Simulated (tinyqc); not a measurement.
Starting guesses with DIIS over 6 matrices: SCF starting guesses in the sto-3g basis, for LiH+, spin multiplicity 2. Computed by the program tinyqc with PySCF. UHF with one setting changed at a time; a run stops when the energy changes by less than 1e-09 hartree and the error matrix is below 1e-5. Starts: the lowest orbitals of the core Hamiltonian, of the Wolfsberg-Helmholz matrix (K = 1.75), projected atomic densities, random orbitals, and the highest orbitals of the core Hamiltonian (a deliberately bad start).

Geometry (angstrom):
```
atom       x       y       z
Li    0.0000  0.0000  0.0000
H     0.0000  0.0000  2.9250
```

lowest solution found by these runs and by PySCF with stability checks = -7.609847 hartree

Largest element of the error matrix X^T (FDS - SDF) X:
```
iteration     core  Wolfsberg-Helmholz  atomic densities   random  highest core orbitals
1          1.2e-01             1.5e-01           3.1e-02  8.5e-01                1.3e-01
2          8.4e-02             6.6e-02           8.7e-02  1.1e-01                1.2e-01
3          3.0e-02             7.6e-03           6.5e-02  3.7e-02                6.9e-02
4          5.4e-04             6.3e-04           3.4e-02  1.2e-02                2.1e-02
5          8.2e-05             7.4e-05           3.2e-02  1.8e-03                1.8e-02
6          3.4e-06             1.9e-07           2.3e-02  2.3e-04                5.5e-03
8                -                   -           6.0e-06  1.8e-06                4.5e-04
10               -                   -                 -        -                4.6e-08
```

How each run ends:
```
run                    iterations  E (hartree)         state
core                            7    -7.609847  lowest found
Wolfsberg-Helmholz              7    -7.609847  lowest found
atomic densities                9    -7.609847  lowest found
random                          9    -7.609847  lowest found
highest core orbitals          11    -7.609847  lowest found
```

What does the comparison show, and why?

5 of 5 runs reach the lowest solution found, in 7 to 11 iterations (fastest: core, Wolfsberg-Helmholz). The first errors are 1e-01, 1e-01, 3e-02, 8e-01, 1e-01.
